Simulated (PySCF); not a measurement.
C4H5Cl.
Numbering: `[CH3:1][C@H:2]1[CH:3]=[C:4]1[Cl:5]` (hydrogens: H6, H7, H8 on C1; H9 on C2; H10 on C3)

The same species was optimised twice, with GFN2-xTB and with PBE0-D3(BJ)/def2-SVP (PySCF), and the same property calculations (PySCF, gas phase) were run on both structures.

| coordinate | GFN2-xTB | PBE0-D3(BJ)/def2-SVP | change |
| --- | --- | --- | --- |
| C3–H10 (Å) | 1.061 | 1.086 | +0.025 |
| C2–H9 (Å) | 1.088 | 1.104 | +0.016 |
| C1–H6 (Å) | 1.087 | 1.101 | +0.014 |
| C1–H7 (Å) | 1.089 | 1.102 | +0.013 |
| C1–H8 (Å) | 1.089 | 1.102 | +0.013 |
| C2–C4 (Å) | 1.495 | 1.484 | -0.011 |
| C4–Cl5 (Å) | 1.679 | 1.689 | +0.010 |
| C2–C3 (Å) | 1.517 | 1.524 | +0.007 |
| C3=C4 (Å) | 1.301 | 1.296 | -0.005 |
| C1–C2 (Å) | 1.512 | 1.511 | -0.001 |
| C1–C2–C4 (°) | 120.8 | 122.3 | +1.5 |
| C3–C2–H9 (°) | 118.5 | 117.3 | -1.2 |
| C4–C3–H10 (°) | 150.5 | 151.7 | +1.2 |
| C1–C2–C3 (°) | 120.9 | 122.0 | +1.1 |
| C4–C2–H9 (°) | 118.6 | 117.5 | -1.1 |
| C3–C4–Cl5 (°) | 150.1 | 149.1 | -1.0 |
| H7–C1–H8 (°) | 108.2 | 107.3 | -0.9 |
| C2–C4–C3 (°) | 65.3 | 66.1 | +0.8 |

Rotational constants: A = 9448, B = 2405, C = 2054 MHz (GFN2-xTB) against A = 9414, B = 2386, C = 2037 MHz (PBE0-D3(BJ)/def2-SVP). Point groups within 0.08 Å: C1 and C1.

On the GFN2-xTB structure: lowest singlet, TDDFT (eV) 6.24 [wB97X-D/def2-SVPD]; lowest triplet, Tamm–Dancoff (eV) 4.11 [wB97X-D/def2-SVPD]; isotropic polarisability (au) 59.9 [wB97X-D/def2-SVPD]; HOMO (eV) -8.99 [wB97X-D/def2-SVPD]; LUMO (eV) 1.65 [wB97X-D/def2-SVPD]; dipole (D) 1.17 [wB97X-D/def2-SVPD]; HOMO (eV) -7.16 [PBE0/pcSseg-1]; LUMO (eV) -0.05 [PBE0/pcSseg-1]; dipole (D) 1.09 [PBE0/pcSseg-1]; GIAO shielding of C1 (ppm) 162.3 [PBE0/pcSseg-1]; GIAO shielding of C2 (ppm) 159.6 [PBE0/pcSseg-1]; GIAO shielding of C3 (ppm) 70.5 [PBE0/pcSseg-1]; GIAO shielding of C4 (ppm) 44.0 [PBE0/pcSseg-1]; GIAO shielding of Cl5 (ppm) 776.1 [PBE0/pcSseg-1].

What do these properties become on the PBE0-D3(BJ)/def2-SVP structure?

```tsv
property	level	on GFN2-xTB	on PBE0-D3(BJ)/def2-SVP	change
lowest singlet, TDDFT (eV)	wB97X-D/def2-SVPD	6.24	6.26	+0.02
lowest triplet, Tamm–Dancoff (eV)	wB97X-D/def2-SVPD	4.11	4.16	+0.05
isotropic polarisability (au)	wB97X-D/def2-SVPD	59.9	60.6	+0.7
HOMO (eV)	wB97X-D/def2-SVPD	-8.99	-9.03	-0.04
LUMO (eV)	wB97X-D/def2-SVPD	1.65	1.65	0.00
dipole (D)	wB97X-D/def2-SVPD	1.17	1.23	+0.06
energy, GFN2-xTB geometry as zero (kcal/mol)	wB97X-D/def2-SVPD	0.0	-0.7	-0.7
HOMO (eV)	PBE0/pcSseg-1	-7.16	-7.19	-0.03
LUMO (eV)	PBE0/pcSseg-1	-0.05	-0.04	+0.01
dipole (D)	PBE0/pcSseg-1	1.09	1.16	+0.07
energy, GFN2-xTB geometry as zero (kcal/mol)	PBE0/pcSseg-1	0.0	-0.5	-0.5
GIAO shielding of C1 (ppm)	PBE0/pcSseg-1	162.3	160.7	-1.6
GIAO shielding of C2 (ppm)	PBE0/pcSseg-1	159.6	158.0	-1.6
GIAO shielding of C3 (ppm)	PBE0/pcSseg-1	70.5	69.5	-1.0
GIAO shielding of C4 (ppm)	PBE0/pcSseg-1	44.0	44.9	+0.9
GIAO shielding of Cl5 (ppm)	PBE0/pcSseg-1	776.1	769.7	-6.4
```

The heavy atoms differ by 0.011 Å rms after alignment. Among all bonds C3–H10 changes most (+0.025 Å). Changes are differences of the printed values. Neither structure is proved a minimum here.

Note: wB97X-D ran without an empirical dispersion term, which enters the total energy and its gradient alone.
